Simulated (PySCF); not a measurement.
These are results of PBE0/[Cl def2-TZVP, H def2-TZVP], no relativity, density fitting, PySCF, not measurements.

```xyz
7
charge 1 multiplicity 1, angstrom
Cl    0.0000    0.0000    0.0000
H     0.0000    0.0000    1.3787
H     0.0000    0.0000   -1.3787
H     1.3787    0.0000    0.0000
H     0.0000    1.3787    0.0000
H    -1.3787    0.0000    0.0000
H     0.0000   -1.3787    0.0000
```

[ClH6]+ (singlet), along the line from Cl1 (at 0) through H2 (at 1.379 Å).

Tabulate the fields along this line at -0.41, -0.34, -0.28, -0.21, -0.14, -0.07, 0.07, 0.14, 0.21, 0.28, 0.34, 0.41, 0.48, 0.55, 0.62, 0.69, 0.76, 0.83, 0.90, 0.97, 1.03, 1.10, 1.17, 1.24, 1.31, 1.45, 1.52, 1.59, 1.65, 1.72, 1.79, 1.86, 1.93, 2.00, 2.07, 2.14, 2.21 Å.


| distance (Å) | electron density (e/Å³) | electron localisation function | electrostatic potential (V) |
| --- | --- | --- | --- |
| -0.41 | 3.71 | 0.109 | 130 |
| -0.34 | 8.03 | 0.322 | 181 |
| -0.28 | 22.3 | 0.755 | 268 |
| -0.21 | 62.1 | 0.862 | 438 |
| -0.14 | 144 | 0.703 | 859 |
| -0.07 | 435 | 0.298 | 2360 |
| 0.07 | 435 | 0.298 | 2360 |
| 0.14 | 144 | 0.703 | 859 |
| 0.21 | 62.1 | 0.862 | 438 |
| 0.28 | 22.3 | 0.755 | 268 |
| 0.34 | 8.03 | 0.322 | 181 |
| 0.41 | 3.71 | 0.109 | 130 |
| 0.48 | 2.58 | 0.169 | 95.7 |
| 0.55 | 2.27 | 0.477 | 71.8 |
| 0.62 | 2.12 | 0.796 | 54.8 |
| 0.69 | 1.98 | 0.917 | 42.7 |
| 0.76 | 1.84 | 0.955 | 34.4 |
| 0.83 | 1.71 | 0.97 | 29.1 |
| 0.90 | 1.62 | 0.978 | 26.5 |
| 0.97 | 1.58 | 0.984 | 26.4 |
| 1.03 | 1.59 | 0.989 | 29.3 |
| 1.10 | 1.68 | 0.994 | 36.5 |
| 1.17 | 1.84 | 0.997 | 51.4 |
| 1.24 | 2.07 | 0.999 | 84.3 |
| 1.31 | 2.44 | 1 | 188 |
| 1.45 | 2.14 | 1 | 187 |
| 1.52 | 1.54 | 1 | 83.9 |
| 1.59 | 1.12 | 1 | 50.3 |
| 1.65 | 0.804 | 0.999 | 34.3 |
| 1.72 | 0.574 | 0.999 | 25.2 |
| 1.79 | 0.412 | 0.998 | 19.6 |
| 1.86 | 0.298 | 0.998 | 15.9 |
| 1.93 | 0.217 | 0.997 | 13.3 |
| 2.00 | 0.158 | 0.996 | 11.4 |
| 2.07 | 0.116 | 0.995 | 10.1 |
| 2.14 | 0.0857 | 0.995 | 9.06 |
| 2.21 | 0.0639 | 0.994 | 8.28 |

On a grid of 0.07 Å the density has a local minimum along the bond near 0.97 Å from Cl, at 1.58 e/Å³, where the ELF is 0.98.
